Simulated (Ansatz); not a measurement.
How methods fare on atomization energies

Ansatz 0.2.0, functionals in def2-QZVPP, HF, MP2 and coupled cluster extrapolated from def2-TZVPP and def2-QZVPP (exp(−7.88 √X), X^−2.97); geometries are PBE0/def2-TZVP minima. Wave-function levels freeze the cores; HF, MP2 and coupled cluster are restricted for singlets and unrestricted otherwise, atoms included (their steps beyond CCSDT(Q) come from restricted open-shell runs), Kohn–Sham unrestricted where that lies lower. The best estimate adds to that CCSD(T) limit the step from CCSD(T) to the highest level run in a smaller set (CCSDT(Q)/cc-pVDZ, CCSDT(Q)/cc-pVTZ, full CI/cc-pVDZ). It lacks core correlation, which semilocal and hybrid functionals hold and which counts in their errors here, (a few kJ/mol in atomization energies of light atoms) is good to about 1 kcal/mol where the step is under 0.06 eV, as here, and is no measured value. An error is the level's value less this estimate. Energies are electronic, without zero-point terms. No spin–orbit coupling and no scalar relativity. B2PLYP's MP2 part freezes the cores and isn't at its limit in this set. CCSD(T)'s error is that step with its sign reversed, by construction, and steps from double-zeta sets run high. The species are chosen: bound, without strong static correlation by their natural occupations or amplitudes, in their lowest spin state as far as vertical gaps and like structures tell, and with a ladder that closes on the reference, so errors are smaller than for species at large; levels whose determinant breaks symmetry or spin markedly are left out.

```csv
species,quantity,reference,value (kJ/mol),error CCSD(T),error PBE,error BLYP,error r2SCAN,error PBE0,error B3LYP,error B2PLYP
"CH3, doublet (C–H 1.080, angles at C 120°)",atomization,limit + step to full CI/cc-pVDZ,1286.0,-0.5,10.9,-0.8,17.7,4.5,11.5,2.3
"HBe–BeH, singlet (Be–Be 2.105, Be–H 1.348, angles at Be 180°, angles at Be 180°)",atomization,limit + step to full CI/cc-pVDZ,742.0,-1.4,15.1,25.9,37.9,18.8,40.8,26.7
"HSiAl, triplet (Al–Si 2.390, Si–H 1.598, angle at Si 57°)",atomization,limit + step to CCSDT(Q)/cc-pVDZ,545.5,-3.4,13.7,-14.4,19.6,1.8,-12.5,-14.8
"HB–CH, doublet Π (B–C 1.350, B–H 1.172, C–H 1.070, angles at C 180°, angles at B 180°)",atomization,limit + step to CCSDT(Q)/cc-pVDZ,1347.6,-2.1,53.8,24.4,39.1,30.3,27.3,18.5
"HOC, doublet (C–O 1.265, O–H 0.984, angle at O 114°)",atomization,limit + step to CCSDT(Q)/cc-pVTZ,990.8,-1.2,60.4,28.9,14.3,8.9,7.8,2.9
"HCB, triplet Π (B–C 1.353, C–H 1.071, angle at C 180°)",atomization,limit + step to CCSDT(Q)/cc-pVTZ,871.2,-2.3,65.5,23.7,56.7,41.1,20.4,14.5
"AlSi, quartet Σ⁻ (Al–Si 2.416)",atomization,limit + step to full CI/cc-pVDZ,249.4,-3.5,17.0,-15.5,15.7,5.0,-18.4,-16.0
"LiO, doublet Π (Li–O 1.681)",atomization,limit + step to full CI/cc-pVDZ,354.4,-1.4,9.7,17.5,-0.2,-16.8,4.1,-0.9
```

| level | mean absolute error (kJ/mol) | mean signed error | largest error |
| --- | --- | --- | --- |
| CCSD(T) | 2.0 | -2.0 | -3.5 (AlSi) |
| B2PLYP | 12.1 | 4.2 | 26.7 (HBe–BeH) |
| PBE0 | 15.9 | 11.7 | 41.1 (HCB) |
| B3LYP | 17.9 | 10.1 | 40.8 (HBe–BeH) |
| BLYP | 18.9 | 11.2 | 28.9 (HOC) |
| r2SCAN | 25.2 | 25.1 | 56.7 (HCB) |
| PBE | 30.8 | 30.8 | 65.5 (HCB) |

Errors of one sign throughout: PBE (too high).
